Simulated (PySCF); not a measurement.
How good is the calculation?

Molfile (atoms numbered from 1):
```
C5H13N
     RDKit          3D

 19 18  0  0  0  0  0  0  0  0999 V2000
    2.6873   -0.1927   -0.1765 C   0  0  0  0  0  0  0  0  0  0  0  0
    1.3634    0.5333   -0.0105 C   0  0  0  0  0  0  0  0  0  0  0  0
    0.1849   -0.4185   -0.1084 C   0  0  0  0  0  0  0  0  0  0  0  0
   -1.1050    0.2371   -0.1540 N   0  0  0  0  0  0  0  0  0  0  0  0
   -1.4152    0.9433    1.0655 C   0  0  0  0  0  0  0  0  0  0  0  0
   -2.1497   -0.7018   -0.4817 C   0  0  0  0  0  0  0  0  0  0  0  0
    2.8112   -0.9686    0.5843 H   0  0  0  0  0  0  0  0  0  0  0  0
    3.5317    0.4937   -0.0885 H   0  0  0  0  0  0  0  0  0  0  0  0
    2.7526   -0.6767   -1.1550 H   0  0  0  0  0  0  0  0  0  0  0  0
    1.2509    1.3038   -0.7799 H   0  0  0  0  0  0  0  0  0  0  0  0
    1.3554    1.0489    0.9543 H   0  0  0  0  0  0  0  0  0  0  0  0
    0.2869   -1.0023   -1.0297 H   0  0  0  0  0  0  0  0  0  0  0  0
    0.2341   -1.1470    0.7272 H   0  0  0  0  0  0  0  0  0  0  0  0
   -2.3954    1.4160    0.9746 H   0  0  0  0  0  0  0  0  0  0  0  0
   -0.6840    1.7297    1.2541 H   0  0  0  0  0  0  0  0  0  0  0  0
   -1.4395    0.2769    1.9489 H   0  0  0  0  0  0  0  0  0  0  0  0
   -1.9301   -1.1854   -1.4362 H   0  0  0  0  0  0  0  0  0  0  0  0
   -3.1038   -0.1784   -0.5773 H   0  0  0  0  0  0  0  0  0  0  0  0
   -2.2719   -1.4936    0.2813 H   0  0  0  0  0  0  0  0  0  0  0  0
  1  2  1  0
  2  3  1  0
  3  4  1  0
  4  5  1  0
  4  6  1  0
  1  7  1  0
  1  8  1  0
  1  9  1  0
  2 10  1  0
  2 11  1  0
  3 12  1  0
  3 13  1  0
  5 14  1  0
  5 15  1  0
  5 16  1  0
  6 17  1  0
  6 18  1  0
  6 19  1  0
M  END
```

Measured values that the calculation should reproduce: δ $^{13}$C C3 61.8; C2 20.6; C1 11.9 ppm (measured; solution, not stated per compound (mostly CDCl3 or CCl4); Pretsch, Buehlmann, Badertscher, Structure Determination of Organic Compounds, 4th ed. (2009)).

- σ from GIAO-B97-2/pcSseg-2
- PBE0-D3(BJ)/def2-TZVP geometry
- run in PySCF 2.14
- rapidly exchanging positions averaged, relativity neglected, no solvent model, one computed conformer

Task: How close does the calculation come?

Result: 
Reference values: measured (solution, not stated per compound (mostly CDCl3 or CCl4); Pretsch, Buehlmann, Badertscher, Structure Determination of Organic Compounds, 4th ed. (2009)).
```json
{"atoms": "C3", "quantity": "δ $^{13}$C", "reference": "61.8", "computed": "66.3", "computed, scaled": "61.9"}
{"atoms": "C2", "quantity": "δ $^{13}$C", "reference": "20.6", "computed": "26.9", "computed, scaled": "23.9"}
{"atoms": "C1", "quantity": "δ $^{13}$C", "reference": "11.9", "computed": "14.9", "computed, scaled": "12.3"}
```

Computed shifts are σ(ref) − σ with the named reference compound (TMS for H and C) calculated as an isolated molecule at the same level. The measured values may be among those fitted. Shieldings were converted by linear fits to measured shifts (mostly CDCl3, TMS scale, for H and C): $^{13}$C: δ = 176.90 − 0.966σ (rms 2.0 ppm, 686 shifts, 2.1 ppm with the 3 outliers that the fit left out). Occasional misses reach two or three times the rms, and more in compound classes unlike the fitted ones.

Task: How far are the unscaled $^{13}$C shifts from the references?

Result: Mean signed difference +4.60 ppm, mean absolute 4.60 ppm over 3 comparisons; the largest is +6.3 ppm at C2 (sp3 CH2).
